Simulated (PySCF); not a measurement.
This PySCF input (PBE/pcseg-2) gives -208.44929 Eh with 176 basis functions.

```python
import numpy as np, basis_set_exchange as bse
from pyscf import gto, scf, dft, df

basis = {'C': gto.basis.parse(bse.get_basis('pcseg-2', elements=['C'], fmt='nwchem')), 'H': gto.basis.parse(bse.get_basis('pcseg-2', elements=['H'], fmt='nwchem')), 'N': gto.basis.parse(bse.get_basis('pcseg-2', elements=['N'], fmt='nwchem')), 'O': gto.basis.parse(bse.get_basis('pcseg-2', elements=['O'], fmt='nwchem'))}
mol = gto.M(
    atom='''
    O     0.32344914    1.28933772    0.33469062
    C    -0.06628347    0.13205167    0.02906921
    N     0.99352240   -0.76892505   -0.43544358
    C    -1.34549177   -0.39777089    0.05614525
    H     0.80714627   -1.72470693   -0.15261941
    H    -1.55170757   -1.39883087   -0.30543238
    H    -2.18037315    0.23739520    0.32008866
    H     1.85333598   -0.45176843   -0.00274350
    ''',
    basis=basis,
    charge=-1,
    verbose=4,
    max_memory=8640,
)
mf = dft.RKS(mol, xc='pbe')
mf.grids.level = 3
mf = mf.density_fit(auxbasis=df.autoaux(mol))
mf.conv_tol = 1e-9
mf.max_cycle = 100
print('smallest overlap eigenvalue', np.linalg.eigvalsh(mol.intor('int1e_ovlp'))[0])
mf.kernel()
dip = mf.dip_moment()
```

Change:
```diff
- basis = {'C': gto.basis.parse(bse.get_basis('pcseg-2', elements=['C'], fmt='nwchem')), 'H': gto.basis.parse(bse.get_basis('pcseg-2', elements=['H'], fmt='nwchem')), 'N': gto.basis.parse(bse.get_basis('pcseg-2', elements=['N'], fmt='nwchem')), 'O': gto.basis.parse(bse.get_basis('pcseg-2', elements=['O'], fmt='nwchem'))}
+ basis = {'C': gto.basis.parse(bse.get_basis('jun-cc-pV(T+d)Z', elements=['C'], fmt='nwchem')), 'H': gto.basis.parse(bse.get_basis('jun-cc-pV(T+d)Z', elements=['H'], fmt='nwchem')), 'N': gto.basis.parse(bse.get_basis('jun-cc-pV(T+d)Z', elements=['N'], fmt='nwchem')), 'O': gto.basis.parse(bse.get_basis('jun-cc-pV(T+d)Z', elements=['O'], fmt='nwchem'))}
```

Task: What does the run give now?

Result: -208.44686 Eh (PBE/jun-cc-pV(T+d)Z, 212 functions), a change of +2.43 mEh.
